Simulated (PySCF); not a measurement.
# Cl2 at BP86

Computed with BP86; basis Cl def2-TZVPPD; no relativity; PySCF 2.14.

```
state                          : ¹Σg⁺ (singlet), closed shell
bond length                    : 3.805 bohr
harmonic wavenumber            : 534 cm⁻¹
force constant                 : 2.94 mdyn/Å
rotational constant Be         : 0.2378 cm⁻¹
anharmonicity ωexe             : 2.19 cm⁻¹
vibration–rotation constant αe : 0.00138 cm⁻¹
well depth De to Cl + Cl       : 2.78 eV
dissociation energy D0         : 2.75 eV
HOMO–LUMO gap                  : 2.92 eV
bond order (Mayer)             : 1.11
```
